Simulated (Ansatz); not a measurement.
A nudged elastic band was laid between two geometries of CH5B + ClH (9 atoms, charge 0, multiplicity 1).

These are results of RKS B3LYP/6-31G* in Ansatz, not measurements.

```json
{
 "movable images": "7",
 "climbing image": "yes",
 "spring": "5.0 eV/Å²",
 "optimiser": "quadratic models (default)",
 "start path": "through a guess of the saddle point",
 "force threshold": "0.03 eV/Å",
 "iteration limit": "60",
 "end points": "relaxed"
}
```

Image 0:

```xyz
9
Properties=species:S:1:pos:R:3
B 0.030 0.195 0.289
C 0.064 0.436 1.836
H -0.872 0.208 2.359
H 0.905 -0.035 2.356
H 0.213 1.526 1.951
H 1.044 0.034 -0.327
H -0.994 0.297 -0.325
Cl -0.359 -2.870 0.369
H -0.464 -2.978 1.651
```

Image 8:

```xyz
9
Properties=species:S:1:pos:R:3
B -0.088 -0.709 -0.904
C -0.002 0.055 2.763
H -0.876 0.362 3.343
H 0.888 0.082 3.398
H 0.133 0.740 1.921
H 1.018 -0.274 -0.881
H -1.067 -0.034 -0.873
Cl -0.289 -2.447 -1.002
H -0.152 -0.963 2.393
```

Question: Which bonds break or form, and what moves?

Answer: Bonds broken: B1–C2, Cl8–H9. Bonds formed: B1–Cl8, C2–H9. CH5B + ClH becomes BClH2 + CH4.

Question: Give the energies along the band, and the barrier.

Answer: The run converged. The highest image is number 3 of 0 to 8, 17.4 kcal/mol above the first end and 45.6 kcal/mol above the last; the last end lies 28.1 kcal/mol below the first. A vibrational analysis at the climbing image gives one clearly imaginary mode, 990i cm⁻¹: a first-order saddle point. The orbitals stay closed-shell, which can raise the energy where a bond breaks towards radicals; this wasn't checked here.

```tsv
image	path coordinate (Å)	energy (kcal/mol)	B1–C2 (Å)	Cl8–H9 (Å)	B1–Cl8 (Å)
0	0.00	0.0	1.57	1.29	3.09
1	0.73	0.6	1.57	1.29	3.06
2	1.45	4.4	1.58	1.30	2.77
3	2.18	17.4	1.70	1.53	2.21
4	2.80	-5.8	2.09	2.01	1.89
5	3.42	-21.1	2.58	2.42	1.78
6	4.05	-26.5	3.00	2.83	1.76
7	4.67	-27.9	3.38	3.25	1.75
8	5.29	-28.1	3.75	3.71	1.75
```

Question: What is the geometry of the highest image?

Answer: 
```xyz
9
Properties=species:S:1:pos:R:3:forces:R:3
B -0.017 -0.256 0.266 0.00 0.00 0.00
C -0.008 0.048 1.938 0.00 0.00 0.00
H -0.942 -0.047 2.500 0.00 0.00 0.00
H 0.837 -0.300 2.539 0.00 0.00 0.00
H 0.149 1.123 1.764 0.00 0.00 0.00
H 1.065 -0.169 -0.212 0.00 0.00 0.00
H -1.012 0.126 -0.254 0.00 0.00 0.00
Cl -0.328 -2.443 0.323 0.00 0.00 0.00
H -0.179 -1.270 1.295 0.00 0.00 0.00
```

Question: What are the harmonic wavenumbers there?

Answer: 990i, 218, 357, 413, 526, 712, 771, 845, 960, 1085, 1091, 1204, 1326, 1490, 1507, 1635, 2667, 2782, 3035, 3111, 3154 cm⁻¹.

The run took 6.6 min on 1 thread of Intel(R) Xeon(R) Platinum 8375C CPU @ 2.90GHz (Ice Lake), with other jobs on the host, peak memory 0.13 GiB.
